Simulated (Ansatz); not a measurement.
# Two structures, one formula

Two relaxed structures of MgAlH2, doublet (PBE0-D4/def2-TZVP; forces vanish, vibrations not checked).

A:

```tsv
atom	x (Å)	y (Å)	z (Å)
Mg1	-2.3593	-0.8003	-0.4432
Al2	0.1746	0.1173	0.0424
H3	-3.8690	-1.6067	-0.5368
H4	0.8877	1.4135	-0.6030
```

B:

Mg1  (-2.464, -0.708, -0.193)
Al2  (0.259, 0.077, 0.024)
H3  (1.357, -0.772, 0.832)
H4  (0.848, 1.403, -0.663)
(Å)

Program: Ansatz 0.2.0. Basis: def2-TZVPP. Cores are frozen in the correlated methods; orbitals are unrestricted. The outer core shell of Li, Na, Mg and K is correlated. The def2 sets are not built for correlating such inner shells, so the correlated values are less sure here. B3LYP uses VWN-RPA correlation.

Problem. Which structure is lower at CCSD(T), and by how much? (To be estimated.)

Solution. Computed: B, by 42.9 kJ/mol (electronic energy, against the other). By their contacts, A is MgAlH₂ ([MgH][AlH]) and B is MgAlH₂ ([Mg][AlH2]).

All methods give the same order:

```
   method  E(B) − E(A) (kJ/mol)
   PBE-D4                 -42.3
r2SCAN-D4                 -40.0
  PBE0-D4                 -44.3
 B3LYP-D4                 -44.9
  wB97M-V                 -45.2
       HF                 -47.0
      MP2                 -48.4
     CCSD                 -42.8
  CCSD(T)                 -42.9
```

T1 diagnostic: at most 0.017. ⟨S²⟩ of the unrestricted Hartree–Fock references: 0.77 to 0.79 (a pure state has 0.75).

Labels in which every atom is bracketed show which atoms are joined, not bond orders.

For scale, one of the runs: CCSD(T)/def2-TZVPP, 102 basis functions, launched by `ansatz run in.yaml --threads 2 --pin off --events-out ev --progress --plain --max-ram 4352MiB`. The run took 17 s on 2 CPU threads of an Arm Neoverse N1 (shared host), with 0.68 GiB of host memory at its peak.
